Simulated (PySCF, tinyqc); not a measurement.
Coupled-perturbed Hartree-Fock on RHF in the sto-3g basis, for BH, spin multiplicity 1, step by step. The lowest restricted solution is unstable here: a spin-polarised one lies 0.0053 hartree lower (PySCF). Computed by tinyqc, a small Python program that keeps every step (integrals from PySCF). Settings: charge = 0, multiplicity = 1, basis = sto-3g, method = RHF, energy threshold = 1e-10, iteration cap = 57, orthogonalisation = symmetric, start = core, DIIS depth = 6. Command: `OMP_NUM_THREADS=1 python tinyqc.py 21667 21668 out.jsonl` (the two numbers bound the seeds that draw the settings). One thread of a shared host (Intel(R) Xeon(R) Processor @ 2.60GHz), about 0.2 s of CPU time with the checks. The early iterations of the SCF are left out here.

## One-electron integrals

Geometry (angstrom):

| atom | x | y | z |
|---|---|---|---|
| B | 0.000000 | 0.000000 | 0.000000 |
| H | 0.000000 | 0.000000 | 1.643000 |

Basis sto-3g: exponents (1/bohr^2) and contraction coefficients of normalised primitives:

| element | l (shell) | exponent | coefficient |
|---|---|---|---|
| B | s (1) | 48.791113 | 0.154329 |
| B | s (1) | 8.887362 | 0.535328 |
| B | s (1) | 2.405267 | 0.444635 |
| B | s (2) | 2.236956 | -0.099967 |
| B | s (2) | 0.519821 | 0.399513 |
| B | s (2) | 0.169062 | 0.700115 |
| B | p (3) | 2.236956 | 0.155916 |
| B | p (3) | 0.519821 | 0.607684 |
| B | p (3) | 0.169062 | 0.391957 |
| H | s (1) | 3.425251 | 0.154329 |
| H | s (1) | 0.623914 | 0.535328 |
| H | s (1) | 0.168855 | 0.444635 |

Overlap, kinetic and nuclear-attraction integrals over the contracted functions; the nuclear repulsion is the sum of Za Zb / Rab.

nuclear repulsion = 1.61039930 hartree

overlap S:
```
           1B 1s     1B 2s    1B 2px    1B 2py    1B 2pz     2H 1s
1B 1s   1.000000  0.269328  0.000000  0.000000  0.000000  0.024220
1B 2s   0.269328  1.000000  0.000000  0.000000  0.000000  0.273068
1B 2px  0.000000  0.000000  1.000000  0.000000  0.000000  0.000000
1B 2py  0.000000  0.000000  0.000000  1.000000  0.000000  0.000000
1B 2pz  0.000000  0.000000  0.000000  0.000000  1.000000  0.321747
2H 1s   0.024220  0.273068  0.000000  0.000000  0.321747  1.000000
```

kinetic energy T (hartree):
```
            1B 1s      1B 2s    1B 2px    1B 2py    1B 2pz      2H 1s
1B 1s   10.826302  -0.047967  0.000000  0.000000  0.000000  -0.006946
1B 2s   -0.047967   0.359168  0.000000  0.000000  0.000000   0.013552
1B 2px   0.000000   0.000000  1.123881  0.000000  0.000000   0.000000
1B 2py   0.000000   0.000000  0.000000  1.123881  0.000000   0.000000
1B 2pz   0.000000   0.000000  0.000000  0.000000  1.123881   0.068680
2H 1s   -0.006946   0.013552  0.000000  0.000000  0.068680   0.760032
```

nuclear attraction V (hartree):
```
             1B 1s      1B 2s     1B 2px     1B 2py     1B 2pz      2H 1s
1B 1s   -23.469468  -3.226107   0.000000   0.000000  -0.009748  -0.291796
1B 2s    -3.226107  -4.091989   0.000000   0.000000  -0.096506  -0.882338
1B 2px    0.000000   0.000000  -4.041337   0.000000   0.000000   0.000000
1B 2py    0.000000   0.000000   0.000000  -4.041337   0.000000   0.000000
1B 2pz   -0.009748  -0.096506   0.000000   0.000000  -4.101922  -0.974253
2H 1s    -0.291796  -0.882338   0.000000   0.000000  -0.974253  -2.833547
```

core Hamiltonian H = T + V (hartree):
```
             1B 1s      1B 2s     1B 2px     1B 2py     1B 2pz      2H 1s
1B 1s   -12.643166  -3.274075   0.000000   0.000000  -0.009748  -0.298743
1B 2s    -3.274075  -3.732821   0.000000   0.000000  -0.096506  -0.868786
1B 2px    0.000000   0.000000  -2.917456   0.000000   0.000000   0.000000
1B 2py    0.000000   0.000000   0.000000  -2.917456   0.000000   0.000000
1B 2pz   -0.009748  -0.096506   0.000000   0.000000  -2.978042  -0.905573
2H 1s    -0.298743  -0.868786   0.000000   0.000000  -0.905573  -2.073515
```

## Two-electron integrals

Functions are numbered as in S; the eight-fold symmetry (ij|kl) = (ji|kl) = (kl|ij) leaves the list below.

Two-electron integrals (ij|kl) in chemists' order, unique and non-zero (hartree):
```
(11|11) 2.923513   (21|11) 0.518376   (21|21) 0.109262   (22|11) 0.744229
(22|21) 0.193177   (22|22) 0.544804   (31|31) 0.020264   (32|31) 0.029996
(32|32) 0.120346   (33|11) 0.742491   (33|21) 0.193240   (33|22) 0.544682
(33|33) 0.586773   (41|41) 0.020264   (42|41) 0.029996   (42|42) 0.120346
(43|43) 0.031630   (44|11) 0.742491   (44|21) 0.193240   (44|22) 0.544682
(44|33) 0.523513   (44|44) 0.586773   (51|51) 0.020264   (52|51) 0.029996
(52|52) 0.120346   (53|53) 0.031630   (54|54) 0.031630   (55|11) 0.742491
(55|21) 0.193240   (55|22) 0.544682   (55|33) 0.523513   (55|44) 0.523513
(55|55) 0.586773   (61|11) 0.046393   (61|21) 0.009746   (61|22) 0.017305
(61|33) 0.017234   (61|44) 0.017234   (61|51) 0.000678   (61|52) 0.001263
(61|55) 0.017456   (61|61) 0.000895   (62|11) 0.139576   (62|21) 0.036952
(62|22) 0.118567   (62|33) 0.114976   (62|44) 0.114976   (62|51) 0.003993
(62|52) 0.026793   (62|55) 0.125624   (62|61) 0.003514   (62|62) 0.040032
(63|31) 0.003260   (63|32) 0.016228   (63|53) 0.004686   (63|63) 0.003752
(64|41) 0.003260   (64|42) 0.016228   (64|54) 0.004686   (64|64) 0.003752
(65|11) 0.143683   (65|21) 0.038474   (65|22) 0.130014   (65|33) 0.123442
(65|44) 0.123442   (65|51) 0.006666   (65|52) 0.042061   (65|55) 0.143005
(65|61) 0.003785   (65|62) 0.050893   (65|65) 0.067128   (66|11) 0.321298
(66|21) 0.086468   (66|22) 0.314799   (66|33) 0.298450   (66|44) 0.298450
(66|51) 0.009508   (66|52) 0.088033   (66|55) 0.347019   (66|61) 0.008270
(66|62) 0.147169   (66|65) 0.201263   (66|66) 0.774606
```

## Orthogonalisation

S = U s U^T; symmetric (Loewdin) form X = U s^(-1/2) U^T, so that X^T S X = 1.

eigenvalues of S: 0.544884  0.803496  1.000000  1.000000  1.176856  1.474763

X:
```
            1B 1s      1B 2s    1B 2px    1B 2py     1B 2pz      2H 1s
1B 1s    1.029523  -0.146092  0.000000  0.000000  -0.005601   0.019286
1B 2s   -0.146092   1.063389  0.000000  0.000000   0.039407  -0.159157
1B 2px   0.000000   0.000000  1.000000  0.000000   0.000000   0.000000
1B 2py   0.000000   0.000000  0.000000  1.000000   0.000000   0.000000
1B 2pz  -0.005601   0.039407  0.000000  0.000000   1.044818  -0.182005
2H 1s    0.019286  -0.159157  0.000000  0.000000  -0.182005   1.077841
```

## Iteration 7 (converged): orbitals

converged F (hartree):
```
            1B 1s      1B 2s    1B 2px    1B 2py     1B 2pz      2H 1s
1B 1s   -7.366512  -2.148832  0.000000  0.000000  -0.017284  -0.201232
1B 2s   -2.148832  -1.017337  0.000000  0.000000   0.002303  -0.306081
1B 2px   0.000000   0.000000  0.255141  0.000000   0.000000   0.000000
1B 2py   0.000000   0.000000  0.000000  0.255141   0.000000   0.000000
1B 2pz  -0.017284   0.002303  0.000000  0.000000  -0.010584  -0.310164
2H 1s   -0.201232  -0.306081  0.000000  0.000000  -0.310164  -0.203964
```

Diagonalise F' = X^T F X, C = X C', fill 3 alpha and 3 beta electrons from the bottom; D = 2 C_occ C_occ^T. Each column has its largest component positive (the first on a tie).

F' = X^T F X (hartree):
```
           1          2         3         4          5          6
1  -7.189285  -1.112841  0.000000  0.000000  -0.035976   0.016011
2  -1.112841  -0.546622  0.000000  0.000000   0.084802  -0.215391
3   0.000000   0.000000  0.255141  0.000000   0.000000   0.000000
4   0.000000   0.000000  0.000000  0.255141   0.000000   0.000000
5  -0.035976   0.084802  0.000000  0.000000   0.103162  -0.334623
6   0.016011  -0.215391  0.000000  0.000000  -0.334623  -0.034028
```

orbital energies (hartree): MO1 -7.370879, MO2 -0.483092, MO3 -0.243087, MO4 0.255141, MO5 0.255141, MO6 0.430284

coefficients C:
```
              MO1        MO2        MO3        MO4       MO5        MO6
1B 1s    0.992601  -0.250302  -0.156762   0.000000  0.000000  -0.095820
1B 2s    0.026699   0.814492   0.593194   0.000000  0.000000   0.403774
1B 2px   0.000000   0.000000   0.000000  -0.243279  0.969956   0.000000
1B 2py   0.000000   0.000000   0.000000   0.969956  0.243279   0.000000
1B 2pz   0.003505   0.119294  -0.575294   0.000000  0.000000   0.883826
2H 1s   -0.004221   0.404377  -0.559088   0.000000  0.000000  -0.862816
```

D after iteration 7:
```
            1B 1s      1B 2s    1B 2px    1B 2py     1B 2pz      2H 1s
1B 1s    2.144963  -0.540716  0.000000  0.000000   0.127606  -0.035525
1B 2s   -0.540716   2.031978  0.000000  0.000000  -0.488006  -0.004798
1B 2px   0.000000   0.000000  0.000000  0.000000   0.000000   0.000000
1B 2py   0.000000   0.000000  0.000000  0.000000   0.000000   0.000000
1B 2pz   0.127606  -0.488006  0.000000  0.000000   0.690412   0.739730
2H 1s   -0.035525  -0.004798  0.000000  0.000000   0.739730   0.952237
```

Within a degenerate level the vectors are fixed only up to a rotation; this is one choice.

## Convergence

Stop when the energy changes by less than 1e-10 hartree and every element of the error matrix X^T (F D S - S D F) X is below 3e-06.

Course of the cycle:

| iteration | E (hartree) | change | largest element of the error matrix |
|---|---|---|---|
| 1 | -24.04872380 | - | 4.52e-01 |
| 2 | -24.65961201 | -6.11e-01 | 1.38e-01 |
| 3 | -24.69043578 | -3.08e-02 | 3.87e-02 |
| 4 | -24.69289316 | -2.46e-03 | 2.94e-03 |
| 5 | -24.69290304 | -9.88e-06 | 1.56e-04 |
| 6 | -24.69290308 | -3.99e-08 | 7.52e-07 |
| 7 | -24.69290308 | -4.01e-13 | 1.43e-07 |

PySCF RHF in the same basis = -24.69290308 hartree

Converged in 7 iterations.

## Integrals over molecular orbitals

(pq|rs) = sum C_ip C_jq C_kr C_ls (ij|kl), one index at a time.

one-electron integrals over orbitals h = C^T H C (hartree):
```
            1          2          3          4          5          6
1  -12.630384   0.308048   0.182365   0.000000   0.000000   0.114045
2    0.308048  -2.932284  -0.249689   0.000000   0.000000  -0.421508
3    0.182365  -0.249689  -2.643577   0.000000   0.000000   0.378304
4    0.000000   0.000000   0.000000  -2.917456   0.000000   0.000000
5    0.000000   0.000000   0.000000   0.000000  -2.917456   0.000000
6    0.114045  -0.421508   0.378304   0.000000   0.000000  -2.471378
```

Two-electron integrals over orbitals (pq|rs), unique and non-zero (hartree):
```
(11|11) 2.892631    (21|11) -0.272597   (21|21) 0.040969    (22|11) 0.624522
(22|21) -0.009504   (22|22) 0.482741    (31|11) -0.167525   (31|21) 0.023348
(31|22) -0.013142   (31|31) 0.023158    (32|11) 0.137579    (32|21) -0.008380
(32|22) -0.023959   (32|31) 0.006204    (32|32) 0.116330    (33|11) 0.590978
(33|21) -0.009871   (33|22) 0.437353    (33|31) 0.003063    (33|32) 0.021837
(33|33) 0.483316    (41|41) 0.021610    (42|41) 0.023075    (42|42) 0.080421
(43|41) 0.014146    (43|42) 0.042987    (43|43) 0.041730    (44|11) 0.742012
(44|21) -0.010087   (44|22) 0.469478    (44|31) -0.005785   (44|32) 0.075122
(44|33) 0.446689    (44|44) 0.586773    (51|51) 0.021610    (52|51) 0.023075
(52|52) 0.080421    (53|51) 0.014146    (53|52) 0.042987    (53|53) 0.041730
(54|54) 0.031630    (55|11) 0.742012    (55|21) -0.010087   (55|22) 0.469478
(55|31) -0.005785   (55|32) 0.075122    (55|33) 0.446689    (55|44) 0.523513
(55|55) 0.586773    (61|11) -0.103257   (61|21) 0.018021    (61|22) 0.004792
(61|31) -0.001335   (61|32) -0.015820   (61|33) -0.013872   (61|44) -0.003517
(61|55) -0.003517   (61|61) 0.021635    (62|11) 0.157527    (62|21) -0.002841
(62|22) 0.048530    (62|31) -0.012769   (62|32) 0.030882    (62|33) -0.014926
(62|44) 0.085833    (62|55) 0.085833    (62|61) 0.011375    (62|62) 0.099468
(63|11) -0.156335   (63|21) 0.003885    (63|22) -0.002766   (63|31) -0.004529
(63|32) -0.105795   (63|33) -0.030554   (63|44) -0.085089   (63|55) -0.085089
(63|61) 0.009477    (63|62) -0.060764   (63|63) 0.128159    (64|41) 0.008203
(64|42) 0.029733    (64|43) -0.000090   (64|64) 0.027070    (65|51) 0.008203
(65|52) 0.029733    (65|53) -0.000090   (65|65) 0.027070    (66|11) 0.618189
(66|21) -0.006779   (66|22) 0.493743    (66|31) -0.013391   (66|32) -0.058808
(66|33) 0.463530    (66|44) 0.446259    (66|55) 0.446259    (66|61) 0.008387
(66|62) 0.016800    (66|63) 0.032180    (66|66) 0.548905
```

## Response to a field: uncoupled start

dipole integrals <a|z|i> (bohr):
```
          i1         i2        i3
a4  0.000000   0.000000  0.000000
a5  0.000000   0.000000  0.000000
a6  0.097180  -0.434642  1.422140
```

Field along z; U_ai = -mu_ai / (e_a - e_i), alpha = -4 sum U_ai mu_ai.

uncoupled U:
```
           i1        i2         i3
a4   0.000000  0.000000   0.000000
a5   0.000000  0.000000   0.000000
a6  -0.012457  0.475863  -2.111972
```

uncoupled polarisability = 12.846237 bohr^3

## Coupled step 1

U_ai = -(mu_ai + sum_bj [4 (ai|bj) - (ab|ij) - (aj|bi)] U_bj) / (e_a - e_i); alpha = -4 sum U_ai mu_ai.

U after step 1:
```
           i1        i2         i3
a4   0.000000  0.000000   0.000000
a5   0.000000  0.000000   0.000000
a6  -0.004513  0.292665  -2.271877
```

polarisability = 13.434275 bohr^3

## Coupled step 2

As before.

U after step 2:
```
           i1        i2         i3
a4   0.000000  0.000000   0.000000
a5   0.000000  0.000000   0.000000
a6  -0.002132  0.231511  -2.324738
```

polarisability = 13.627733 bohr^3

## Coupled polarisability

Repeat until U stops changing; compare with -d2E/dF2.

Course of the coupled iterations:

| step | alpha (bohr^3) |
|---|---|
| 0 | 12.846237 |
| 1 | 13.434275 |
| 2 | 13.627733 |
| 3 | 13.692022 |
| 4 | 13.713389 |
| 5 | 13.720491 |
| 6 | 13.722851 |
| 7 | 13.723635 |
| 8 | 13.723896 |
| 9 | 13.723983 |
| 10 | 13.724012 |
| 11 | 13.724021 |
| 12 | 13.724024 |
| 13 | 13.724025 |
| 14 | 13.724026 |
| 15 | 13.724026 |
| 16 | 13.724026 |
| 17 | 13.724026 |

coupled polarisability = 13.724026 bohr^3

finite-field check, fields of +/-0.001 au = 13.724017 bohr^3
